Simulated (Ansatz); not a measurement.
Input file:

```yaml
crystal:
  periodic: [false, false, false]
  atoms:
    - {symbol: Si, position_ang: [0.000000, 0.000000, 0.064978]}
    - {symbol: N, position_ang: [0.000000, 0.000000, -1.491957]}
    - {symbol: H, position_ang: [0.000000, 0.000000, 1.426978]}
basis:
  gaussian: {orbitals: 6-31G, fitting: {mean_field: def2-universal-jkfit}}
magnetization: {spin_polarized: false}
hamiltonian: {pseudopotentials: {relativity: none}}
correlation: {method: ccsdt, electrons: valence}
```

```sh
$ ansatz run in.yaml --threads 1 --pin off --events-out ev --progress --plain --max-ram 2393MiB
```

Log:

```
223 factors; integrals over basis functions are off by at most 4.8e-2 eV
mean field evaluation 1: about -9345.8013 eV, gradient 5.0e1 eV
mean field evaluation 2: about -9334.0550 eV, gradient 8.1e1 eV
mean field evaluation 4: about -9352.9259 eV, gradient 1.3e0 eV
mean field evaluation 8: about -9352.9505 eV, gradient 1.8e-6 eV
mean field evaluation 16: about -9344.2036 eV, gradient 2.4e0 eV
mean field evaluation 32: about -9343.1064 eV, gradient 2.3e-1 eV
mean field -9352.95048315 eV, -343.7145905983 hartree, gradient 1.8e-6 eV, S^2 0.000000; 0 other end points of the search recorded, 0 dependent functions left out; unrestricted orbitals would lower it
6 core orbitals not correlated: weight in the atoms' cores, before any rotation towards them, 1.000 or more for the frozen orbitals, at most 0.000 for the correlated occupied ones
reference -9352.95048315 eV, -343.7145905983 hartree; 5, 5 occupied and 13, 13 virtual orbitals, 223 factors
second order -6.25338129 eV of doubles, -0.00000000 eV of singles
cycle   1  -5.18774108 eV  change     1.1e0 eV  update   1.8e-1
cycle   2  -5.81913663 eV  change   -6.3e-1 eV  update   1.2e-1
cycle   3  -6.06011829 eV  change   -2.4e-1 eV  update   3.4e-2
cycle   4  -6.15894094 eV  change   -9.9e-2 eV  update   2.0e-2
cycle   5  -6.18407773 eV  change   -2.5e-2 eV  update   7.8e-3
cycle   6  -6.18902414 eV  change   -4.9e-3 eV  update   3.3e-3
cycle   7  -6.18633270 eV  change    2.7e-3 eV  update   1.2e-3
cycle   8  -6.18774830 eV  change   -1.4e-3 eV  update   5.0e-4
cycle   9  -6.18848556 eV  change   -7.4e-4 eV  update   1.5e-4
cycle  10  -6.18825424 eV  change    2.3e-4 eV  update   7.0e-5
cycle  11  -6.18823415 eV  change    2.0e-5 eV  update   2.7e-5
cycle  12  -6.18826713 eV  change   -3.3e-5 eV  update   1.3e-5
cycle  13  -6.18825637 eV  change    1.1e-5 eV  update   7.0e-6
cycle  14  -6.18825477 eV  change    1.6e-6 eV  update   3.3e-6
cycle  15  -6.18825977 eV  change   -5.0e-6 eV  update   1.7e-6
cycle  16  -6.18825703 eV  change    2.7e-6 eV  update   8.7e-7
cycle  17  -6.18825570 eV  change    1.3e-6 eV  update   3.4e-7
cycle  18  -6.18825617 eV  change   -4.7e-7 eV  update   1.6e-7
Total energy: -9359.13873932 eV, -343.9420048178 hartree
```

Ran on 1 thread of Arm Neoverse V1, shared host: 0.57 s wall, 0.08 GiB peak host memory.
